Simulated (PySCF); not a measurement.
Species: C₂H₆O.
Numbering: `[CH3:1][O:2][CH3:3]` (hydrogens: H4, H5, H6 on C1; H7, H8, H9 on C3)

Geometry (PBE0-D3(BJ)/def2-SVP, Å), atoms numbered from 1 in this order:
```
atom  x, y, z in Å
C1    -0.212   -0.364    1.130
O2     0.797   -0.045    0.228
C3     0.314    0.358   -1.012
H4    -0.848   -1.199    0.770
H5    -0.879    0.499    1.335
H6     0.259   -0.669    2.075
H7    -0.288   -0.433   -1.504
H8     1.176    0.587   -1.655
H9    -0.319    1.266   -0.940
```

Level: CAM-B3LYP/def2-SVPD in PySCF, non-relativistic, on one gas-phase PBE0-D3(BJ)/def2-SVP geometry that isn't relaxed in the solvent. The solvent is an IEF-PCM continuum (Bondi radii, 1.10 Å for H, scaled by 1.2), and excitations are vertical TDDFT with non-equilibrium linear response and a frozen core. Only the electrostatic response of the medium enters.

Gas-phase singlets (H = HOMO, L = LUMO):

```json
{"state": "S1", "E (eV)": "7.127", "λ (nm)": "174", "f": "0.032", "leading configuration": "H→L 92%"}
{"state": "S2", "E (eV)": "8.143", "λ (nm)": "152", "f": "0.000", "leading configuration": "H→L+1 97%"}
{"state": "S3", "E (eV)": "8.239", "λ (nm)": "150", "f": "0.035", "leading configuration": "H→L+2 82%"}
{"state": "S4", "E (eV)": "8.770", "λ (nm)": "141", "f": "0.023", "leading configuration": "H→L+3 79%"}
{"state": "S5", "E (eV)": "8.815", "λ (nm)": "141", "f": "0.025", "leading configuration": "H→L+4 84%"}
```

Task: Give the list for chloroform (ε = 4.711), n² = 2.09.

Result: 
```tsv
state	E (eV)	λ (nm)	f	leading configuration	change by rank (eV)
S1	7.160	173	0.029	H→L 91%	+0.033
S2	8.249	150	0.065	H→L+2 88%	+0.106
S3	8.255	150	0.000	H→L+1 97%	+0.016
S4	8.779	141	0.059	H→L+3 98%	+0.009
S5	8.857	140	0.023	H→L+4 89%	+0.042
```

Task: Give the list for dichloromethane (ε = 8.93), n² = 2.03.

Result: 
```json
{"state": "S1", "E (eV)": "7.168", "λ (nm)": "173", "f": "0.026", "leading configuration": "H→L 91%", "change by rank (eV)": "+0.041"}
{"state": "S2", "E (eV)": "8.256", "λ (nm)": "150", "f": "0.069", "leading configuration": "H→L+2 89%", "change by rank (eV)": "+0.113"}
{"state": "S3", "E (eV)": "8.284", "λ (nm)": "150", "f": "0.000", "leading configuration": "H→L+1 97%", "change by rank (eV)": "+0.045"}
{"state": "S4", "E (eV)": "8.781", "λ (nm)": "141", "f": "0.058", "leading configuration": "H→L+3 98%", "change by rank (eV)": "+0.011"}
{"state": "S5", "E (eV)": "8.869", "λ (nm)": "140", "f": "0.011", "leading configuration": "H-1→L 86%", "change by rank (eV)": "+0.054"}
```

Task: The ground-state energy changes by -0.101 eV from gas to dichloromethane. By how much does the total energy of gas-phase S1 change?

Result: E(S1) = E(S0) + excitation energy, so it changes by -0.101 + 0.041 = -0.060 eV: it is lowered less than the ground state, which is what a blue shift means. This is the vertical state, with the slow part of the continuum still set for S0.

Task: How do the frontier levels move from gas to dichloromethane?

Result: 
```
orbital  gas (eV)  solvent (eV)  change (eV)
 LUMO+2      2.83          2.73        -0.10
 LUMO+1      2.13          2.30        +0.17
   LUMO      1.39          1.52        +0.13
   HOMO     -8.96         -8.96         0.00
 HOMO-1    -10.60        -10.62        -0.02
 HOMO-2    -12.10        -11.96        +0.14
 HOMO-3    -12.57        -12.41        +0.16
```

The HOMO–LUMO gap goes from 10.34 to 10.47 eV.

Time: 4.0 s wall; peak memory 0.51 GiB. Hardware: an Arm Neoverse V2 with one thread, no GPU, shared host with 96 logical CPUs at a one-minute load of 11. This is the whole response run at CAM-B3LYP/def2-SVPD in dichloromethane, SCF included.
